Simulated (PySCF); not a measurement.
**SiH₄: rigid scans about the minimum**

Aim: map the energy of singlet SiH₄ about its PBE minimum, with rigid distortions.

Program: PySCF 2.14.0. Level of theory: PBE, basis Si def2-TZVP, H def2-TZVP, no relativity, density fitting. These are calculated values, not measurements.

## Step 1: Where the work starts

5 atoms, charge 0, spin multiplicity 1.

Bond lengths: Si1–H2 1.493 Å, Si1–H3 1.493 Å, Si1–H4 1.493 Å, Si1–H5 1.493 Å. Angles: H2–Si1–H3 109.5°, H2–Si1–H4 109.5°, H2–Si1–H5 109.5°, H3–Si1–H4 109.5°, H3–Si1–H5 109.5°, H4–Si1–H5 109.5°.

```xyz
5
charge 0 multiplicity 1
Si    0.0000    0.0000    0.0000
H     1.2193    0.0000    0.8622
H    -1.2193    0.0000    0.8622
H     0.0000    1.2193   -0.8622
H     0.0000   -1.2193   -0.8622
```

## Step 2: Breathing scan

One driver script runs all scans and calls PySCF for each point, on a (75, 302) grid.

On the command line:

```sh
$ OMP_NUM_THREADS=4 python axn.py task.json out
```

A rigid scan with PBE: all bonds to the central atom are scaled together. Each point starts from its neighbour's orbitals, and energies count from the minimum.

| scale of all bonds to the centre | energy (kJ/mol) |
| --- | --- |
| 0.88 | 143.1 |
| 0.92 | 57.9 |
| 0.96 | 13.2 |
| 1.00 | 0.0 |
| 1.04 | 11.0 |
| 1.08 | 40.5 |
| 1.14 | 109.5 |
| 1.22 | 230.4 |
| 1.35 | 454.6 |

The scan took 7.7 s on 4 threads of Intel Xeon Platinum 8259CL at 2.50GHz (Skylake/Cascade Lake), shared host.

## Step 3: Stretching one bond

A rigid scan with PBE: the bond from Si to the last atom (H) is scaled and the rest held.

| scale of one bond | energy (kJ/mol) | dipole size (D) |
| --- | --- | --- |
| 0.92 | 14.1 | 0.14 |
| 0.96 | 3.2 | 0.07 |
| 1.00 | 0.0 | 0.00 |
| 1.05 | 4.1 | 0.09 |
| 1.12 | 20.6 | 0.23 |
| 1.20 | 48.8 | 0.40 |
| 1.35 | 113.9 | 0.72 |
| 1.55 | 202.6 | 1.15 |
| 1.80 | 297.4 | 1.62 |
| 2.20 | 402.2 | 2.16 |

The scan took 8.8 s.

A restricted determinant lies too high at long bonds, where the pair should uncouple.

## Step 4: From tetrahedral to square planar

A rigid scan with PBE: D2d path, angle between each bond and the S4 axis (54.74 tetrahedral, 90 square planar), bonds fixed.

| angle of the bonds to the S4 axis (°) | energy (kJ/mol) |
| --- | --- |
| 45.0 | 43.9 |
| 50.0 | 10.0 |
| 54.7 | 0.0 |
| 60.0 | 11.5 |
| 66.0 | 50.5 |
| 72.0 | 114.1 |
| 78.0 | 199.1 |
| 84.0 | 298.8 |
| 90.0 | 376.8 |

The scan took 7.8 s.

## Step 5: Results

| quantity | value |
| --- | --- |
| all bonds 4 % longer | 11.0 kJ/mol |
| one bond 20 % longer | 48.8 kJ/mol |
| square planar shape, bonds held | 376.8 kJ/mol |

What this shows: The well is lopsided, 13.2 kJ/mol for 4 % shorter bonds against 11.0 for 4 % longer ones. Held rigid otherwise, the square planar shape costs 377 kJ/mol.
